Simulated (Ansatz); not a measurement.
Geometry optimisation, RHF/def2-SVP (Ansatz).

Input:

```yaml
crystal:
  periodic: [false, false, false]
  atoms:
    - { symbol: F, position_ang: [-1.0708, -0.7438, 0.8886] }
    - { symbol: C, position_ang: [0.2922, -0.5693, 0.1135] }
    - { symbol: Cl, position_ang: [0.3145, -1.7717, -1.1271] }
    - { symbol: H, position_ang: [1.0165, -0.7939, 0.8952] }
    - { symbol: C, position_ang: [0.0096, 0.8492, -0.2256] }
    - { symbol: H, position_ang: [0.6998, 1.5586, 0.2036] }
    - { symbol: H, position_ang: [-0.1813, 1.0405, -1.2695] }
    - { symbol: H, position_ang: [-1.0804, 0.4303, 0.5213] }
basis:
  gaussian: { orbitals: def2-SVP }
hamiltonian:
  xc: hf
relax:
  f_tol: 0.15
  max_steps: 25
  restrain:
    - { distance: [0, 7], at: 2.18, k: 30.0 }
    - { distance: [0, 1], at: 1.33, k: 30.0 }
    - { distance: [4, 7], at: 1.07, k: 30.0 }
```

Run as:

```bash
$ ansatz run input.yaml --threads 1 --pin off --max-ram 2048MiB --backend cpu --events-out ev --progress --plain --runs-dir out
```

Problem. Where does it end, and by what steps?

Solution. The forces met the threshold. The restraints hold the end off the free minimum. After 5 steps the energy has fallen by 3.429 eV (the restraints' own energy left out); H8 moved furthest, 0.63 Å. Joined: C5–H8.

| step | energy less start (eV) | largest force component (eV/Å) | accepted |
| --- | --- | --- | --- |
| 0 | 0.0000 | 3.845 | yes |
| 1 | -1.7432 | 3.764 | yes |
| 2 | -2.8995 | 2.164 | yes |
| 3 | -3.3490 | 0.731 | yes |
| 4 | -3.4237 | 0.606 | yes |
| 5 | -3.4288 | 0.501 | yes |

```xyz
8
Properties=species:S:1:pos:R:3
F -0.909 -1.076 0.923
C 0.152 -0.647 0.231
Cl 0.389 -1.719 -1.173
H 1.033 -0.779 0.851
C -0.104 0.798 -0.154
H 0.682 1.455 0.214
H -0.205 0.931 -1.228
H -1.037 1.035 0.335
```

Whether the end is a true minimum wasn't checked by a vibrational analysis.

The run took 17 s on 1 thread of Arm Neoverse N1 (shared host), peak memory 0.14 GiB.
